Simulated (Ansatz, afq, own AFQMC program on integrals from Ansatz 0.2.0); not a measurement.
AFQMC on a folder of integrals that Ansatz 0.2.0 wrote.

```yaml
crystal:
  periodic: [false, false, false]
  atoms:
    - {symbol: Si, position_ang: [0.016841, -0.083164, 0.484034]}
    - {symbol: O, position_ang: [-0.080487, 0.071467, -0.846479]}
    - {symbol: H, position_ang: [0.071411, 1.174374, 1.294861]}
    - {symbol: H, position_ang: [0.736943, 0.008525, -1.345648]}
basis:
  gaussian: {orbitals: cc-pVDZ}
magnetization: {spin_polarized: true, initial_magnetization: 2}
correlation: {method: ccsd_t, electrons: outside_noble_gas, hamiltonian_folder: ham}
```

```sh
$ ansatz run in.yaml --threads 1 --pin off --events-out ev --progress --plain --max-ram 1382MiB
```

afq runs on the folder ham with

```
--method phaseless --trial cisd --walkers 60 --populations 1 --least-time 40 --time-step 0.005 --steps-per-block 50 --equilibration-blocks 28 --max-blocks 300 --target-error 0.00042 --factor-cut 1e-05 --start spin_pure --seed 8160 --release-times 0.24,0.51,0.99,1.62,2.4 --release-step 0.03 --release-every 4 --taylor-order 6
```

Times are imaginary, in 1/Eh. The walk had a cap of 1252 s.

Output of the walk:

```
orbitals 36  electrons 7 5  factors 278 of 400
reference energy -364.78777224 Eh
CCSD correlation -0.26663970 Eh in 11 cycles, weight of the determinant in the CISD state 0.9086
energy of the start -365.054273 Eh
 block  time / (1/Eh)  mean weight  energy / Eh
     1     0.250  0.9960  -365.052421
     2     0.500  0.9982  -365.054707
     3     0.750  0.9985  -365.057189
     4     1.000  0.9967  -365.056682
     5     1.250  1.0014  -365.061021
    10     2.500  1.0015  -365.062303
    29     7.250  0.9985  -365.059096
    49    12.250  1.0004  -365.056326
    69    17.250  0.9972  -365.062820
    89    22.250  0.9980  -365.055261
   109    27.250  0.9984  -365.060461
   113    28.250  0.9979  -365.052242
   129    32.250  0.9987  -365.056912
   149    37.250  0.9998  -365.058566
   169    42.250  0.9954  -365.074978
   189    47.250  1.0003  -365.063119
   197    49.250  1.0005  -365.054983
blocks merged  error / Eh  count
     1  0.000313  170
     2  0.000364  85
     4  0.000391  42
     8  0.000367  21
    16  0.000417  10
released: time / (1/Eh)  energy / Eh  error  mean overlap
  0.24  -365.060484  0.000533  1.0136
  0.51  -365.060362  0.000411  1.0095
  0.99  -365.060861  0.000513  1.0034
  1.62  -365.060684  0.000504  0.9734
  2.40  -365.060912  0.000797  0.9635
energy -365.060273 +/- 0.000391 Eh
(rows thinned)
```

The run passed its tests (sampling time, drift between the halves within three errors, error under three times the target), which doesn't prove that it has relaxed.

Against this walk (error 10.6 meV) on the same determinant: CCSD(T) 16.5 meV higher (within the noise), CCSDT(Q) 13.0 meV lower (within the noise). The error is statistical and leaves out the bias of the constraint. Released to 1.62 1/Eh the energy moves by -11 ± 17 meV (both errors), within twice the noise.

Cautions: constraint bias not in the error; lower spins were not checked.

The walk took 4.6 min on 1 thread of Arm Neoverse V2, with other jobs on the host. The log's last line is the phaseless energy.

CCSDT and higher add their correlation energy to the determinant of the CCSD(T) run, since their own runs factorise the integrals more tightly (a shift of under 2 meV).
